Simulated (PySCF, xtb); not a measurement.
CH3S, SMILES C[S] (connectivity only; charge and spin as stated), charge -1, multiplicity 1.

xtb with GFN2-xTB at its own geometry gives an orbital gap of 4.31 eV.

The structure is a stationary point at PBE0-D3(BJ)/def2-TZVPD. The multiplicity is an assumed one; other spin states were not compared. The isomer is the one that the SMILES or the coordinates give; other isomers of the formula were not compared.

**Question.** What does HF/def2-TZVPD run with PySCF give? (An estimate is asked for; the answer gives what the named calculation found.)

**Answer.** gap 7.62 eV (levels -2.24 and 5.37 eV).
